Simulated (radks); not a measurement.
# Cl³⁺ in [Ne] 3s2 3p2: an all-electron calculation

An exercise on one series of results from a longer session: the logs are not shown, and one member is left open.

Method: non-relativistic Kohn-Sham, PBE, spin-polarised, spherical densities, point nucleus; open shells are filled with parallel spins first. Code: radks (a radial shooting solver on a logarithmic mesh, Libxc functionals) version 1.

## The atom as given

| Property | Result |
| --- | --- |
| element | chlorine (Z = 17) |
| charge | +3 |
| electrons | 14 |
| configuration | [Ne] 3s2 3p2 |

Outer shells as boxes (Hund's rule):

Cl³⁺
```
[Ne] core
3s [↑↓]
3p [↑ ][↑ ][  ]
```

Set-up of the first run:

Input:

```text
Z 17
configuration [Ne] 3s2 3p2
relativity non-relativistic
functional pbe,pbe
spin polarised
nucleus point
```

One of the session's tables, all rows but one given; the rest of the session is left out.

It belongs to the step «Shells». Radial moments (bohr):

```
  level      <r>  outermost maximum (interpolated)  90 % within  nodes
  1s up  0.09142                            0.0599        0.163      0
1s down  0.09140                            0.0599        0.163      0
  2s up   0.4455                             0.363        0.696      1
2s down   0.4453                             0.363        0.696      1
  2p up   0.4063                             0.302        0.674      0
2p down   0.4062                             0.302        0.674      0
  3s up        ?                                 ?            ?      ?
3s down    1.403                              1.23         2.09      2
  3p up    1.510                              1.31         2.28      1
3p down    1.528                              1.31         2.32      1
```

Estimate the missing values for 3s up.

As computed: <r>: 1.397; outermost maximum (interpolated): 1.23; 90 % within: 2.07; nodes: 2. In the column «<r>» it lies between 2s up (0.4455) and 3s down (1.403).

Caveats from the session: Open shells are spherical and high-spin; term and fine-structure splittings are not resolved.
